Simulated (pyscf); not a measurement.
HS–CH₂–SH (SMILES SCS) → H₂C=S (SMILES C=S) + H₂S (SMILES S), an elimination (singlet surface; C–S, H–S broken, H–S formed). PySCF, gas phase, ωB97X-D3(BJ)/def2-SVP geometries. MP2 and CC: frozen core, UHF for open shells. ΔMP2 is the change of the MP2 total energy from the triple- to the quadruple-zeta basis. Energies in eV from the reactant's lowest minimum found.

Small-basis levels: PySCF, no dispersion term, spherical d functions. AM1 to PM7: differences of heats of formation from MOPAC. Cost: rough CPU time at the saddle relative to B3LYP/6-31G*, from one job on a shared machine.

```json
[
 {"level": "HF/STO-3G", "barrier": "4.67", "reaction energy": "+2.32", "cost": "0.06"},
 {"level": "HF/3-21G", "barrier": "2.65", "reaction energy": "+0.87", "cost": "0.08"},
 {"level": "HF/6-31G*", "barrier": "2.76", "reaction energy": "+0.84", "cost": "0.1"},
 {"level": "MP2/6-31G*", "barrier": "2.44", "reaction energy": "+0.91", "cost": "0.1"},
 {"level": "BP86/6-31G*", "barrier": "1.93", "reaction energy": "+0.95", "cost": "1"},
 {"level": "PBE/6-31G*", "barrier": "1.93", "reaction energy": "+1.05", "cost": "1"},
 {"level": "B3LYP/3-21G", "barrier": "2.09", "reaction energy": "+0.91", "cost": "0.7"},
 {"level": "B3LYP/LANL2DZ", "barrier": "2.22", "reaction energy": "+0.81", "cost": "0.6"},
 {"level": "B3LYP/6-311+G**", "barrier": "2.09", "reaction energy": "+0.81", "cost": "2"},
 {"level": "PBE/def2-SVP", "barrier": "1.93", "reaction energy": "+1.08", "cost": "1"},
 {"level": "PM6", "barrier": "1.85", "reaction energy": "+1.34", "cost": "under 0.02"},
 {"level": "PM7", "barrier": "2.14", "reaction energy": "+1.23", "cost": "under 0.02"},
 {"level": "CCSD(T)/def2-TZVPP + ΔMP2(QZVPP)", "barrier": "2.14", "reaction energy": "+0.95", "cost": "–"}
]
```

Against the last row the barrier runs from -0.29 (PM6) to +2.53 eV (HF/STO-3G); PM7 happens to lie closest here (0.00 eV apart). CCSD(T)/def2-TZVPP + ΔMP2(QZVPP) has limits of its own. HS–CH₂–SH lies 0.27 eV over its isomer H₃C–S–SH, and others may lie lower still (electronic energy, ωB97M-D3(BJ)). This is the saddle that the search found; another between the same sides may lie lower. The CCSD(T) − MP2 part came from Ansatz, without density fitting, on the same reference.
